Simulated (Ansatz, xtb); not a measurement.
# Two structures of CH5B2

Structure X: a doublet given by its coordinates. Structure Y: `B[B]C`, a doublet. Both are isolated molecules in the gas phase, relaxed with B3LYP-D3(BJ)/6-311G**; the shapes shown needn't be the lowest conformers.

X (Å):

```xyz
8

C    -0.8879    1.5959    1.1140
B    -1.0588    0.9657   -0.2826
B    -2.3504    1.5362    0.6301
H    -2.2562    1.3790   -0.6870
H    -3.4939    1.6773    0.8820
H    -0.5689    0.3854   -1.1849
H    -0.5775    0.9645    1.9480
H    -0.4014    2.5793    1.1877
```

Close contacts (Å): C1–B2 1.54, C1–B3 1.54, B2–B3 1.68, C1–H7 1.09, C1–H8 1.10, B2–H4 1.33, B2–H6 1.18, B3–H4 1.33, B3–H5 1.18.

Y (Å):

```yaml
atoms:
  - { symbol: C, position_ang: [-0.1247, 1.3976, 0.6935] }
  - { symbol: B, position_ang: [-3.1502, 1.3535, 0.0945] }
  - { symbol: B, position_ang: [-1.6137, 1.3737, 0.3787] }
  - { symbol: H, position_ang: [-3.5670, 1.2575, -1.0219] }
  - { symbol: H, position_ang: [-3.9375, 1.4340, 0.9909] }
  - { symbol: H, position_ang: [0.3909, 0.4739, 0.4087] }
  - { symbol: H, position_ang: [0.3969, 2.2473, 0.2393] }
  - { symbol: H, position_ang: [-0.0204, 1.5018, 1.7830] }
```

Question: Estimate which is lower in electronic energy at CCSD(T)/def2-SVP + ΔMP2/def2-TZVPP, and by roughly how much.

Answer: The CCSD(T)/def2-SVP + ΔMP2/def2-TZVPP calculation puts structure Y lower, by 4.4 kcal/mol.

How the difference moves with the method:

```csv
level,geometry,E(Y) − E(X) (kcal/mol),departure from the last row (kcal/mol),"job, with rough time for the two"
B3LYP-D3(BJ)/6-311G**,B3LYP-D3(BJ)/6-311G**,−8.2,−3.8,"optimisation, 1.9 min"
HF/def2-SVP,B3LYP-D3(BJ)/6-311G**,−15.8,−11.3,part of the CCSD(T) run
MP2/def2-SVP,B3LYP-D3(BJ)/6-311G**,−1.7,+2.7,part of the CCSD(T) run
CCSD(T)/def2-SVP,B3LYP-D3(BJ)/6-311G**,−4.2,+0.2,single point
CCSD(T)/def2-SVP + ΔMP2/def2-TZVPP,B3LYP-D3(BJ)/6-311G**,−4.4,,"single point, 29 s"
```

The levels shown agree on the order. The largest departure from CCSD(T)/def2-SVP + ΔMP2/def2-TZVPP is that of HF/def2-SVP, 11.3 kcal/mol. Levels run at GFN2-xTB geometries aren't shown. The last row adds to CCSD(T) the change of the MP2 difference between the two basis sets, here −0.2 kcal/mol.

With harmonic frequencies from B3LYP-D3(BJ)/6-311G** (ideal gas, rigid rotor, one conformer each, 298.15 K, 1 atm): on the last row, ΔE + ΔZPE = −4.1, ΔH = −3.5, ΔG = −5.1 kcal/mol.

Open shells are spin-unrestricted. The correlated steps freeze 3 core orbitals. Run with Ansatz 0.2.0; the last row on 2 threads of AMD EPYC (Zen 3) on a shared host.
